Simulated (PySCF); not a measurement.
**How exact exchange moves a shielding**

Molecule: SMILES C=CC1CC1, C₅H₈.

Molfile (atoms numbered from 1):
```
C5H8
     RDKit          3D

 13 13  0  0  0  0  0  0  0  0999 V2000
    1.8471   -0.4080    0.5282 C   0  0  0  0  0  0  0  0  0  0  0  0
    1.1928    0.3632   -0.3425 C   0  0  0  0  0  0  0  0  0  0  0  0
   -0.2537    0.6857   -0.3192 C   0  0  0  0  0  0  0  0  0  0  0  0
   -1.2344   -0.0671    0.5264 C   0  0  0  0  0  0  0  0  0  0  0  0
   -1.2513   -0.2509   -0.9600 C   0  0  0  0  0  0  0  0  0  0  0  0
    1.3459   -0.8611    1.3887 H   0  0  0  0  0  0  0  0  0  0  0  0
    2.9146   -0.6116    0.4133 H   0  0  0  0  0  0  0  0  0  0  0  0
    1.7525    0.8049   -1.1770 H   0  0  0  0  0  0  0  0  0  0  0  0
   -0.4702    1.7498   -0.4703 H   0  0  0  0  0  0  0  0  0  0  0  0
   -2.0453    0.4988    0.9919 H   0  0  0  0  0  0  0  0  0  0  0  0
   -0.8634   -0.8947    1.1361 H   0  0  0  0  0  0  0  0  0  0  0  0
   -0.8626   -1.1925   -1.3576 H   0  0  0  0  0  0  0  0  0  0  0  0
   -2.0721    0.1834   -1.5371 H   0  0  0  0  0  0  0  0  0  0  0  0
  1  2  2  0
  2  3  1  0
  3  4  1  0
  4  5  1  0
  5  3  1  0
  1  6  1  0
  1  7  1  0
  2  8  1  0
  3  9  1  0
  4 10  1  0
  4 11  1  0
  5 12  1  0
  5 13  1  0
M  END
```

GIAO shieldings (ppm, equivalent atoms averaged) in PySCF on the PBE0-D3(BJ)/def2-SVP geometry, basis pcSseg-2, gas phase, non-relativistic:

```tsv
functional	exact exchange (%)	σ(C3)	σ(C4/C5)
BLYP	0	155.8	167.1
BP86	0	159.9	171.1
PBE	0	160.1	171.5
B3LYP	20	161.9	172.1
PBE0	25	167.3	177.1
BHandHLYP	50	169.9	178.4
HF	100	181.7	187.6
```

(1) Fit each shielding as a line in the percentage of exact exchange.

(2) What does the line predict for mPW1PW91 (25 %), and what does the run give?

Answers

(1) σ(C3) = 158.8 + 0.23 x (rms 1.8 ppm); σ(C4/C5) = 170.1 + 0.18 x (rms 1.7 ppm). The functionals also differ in their semilocal parts, which the line can't hold; Hartree–Fock has no correlation at all.

(2) σ(C3): 164.6 predicted, 166.6 computed; σ(C4/C5): 174.6 predicted, 176.4 computed ppm.
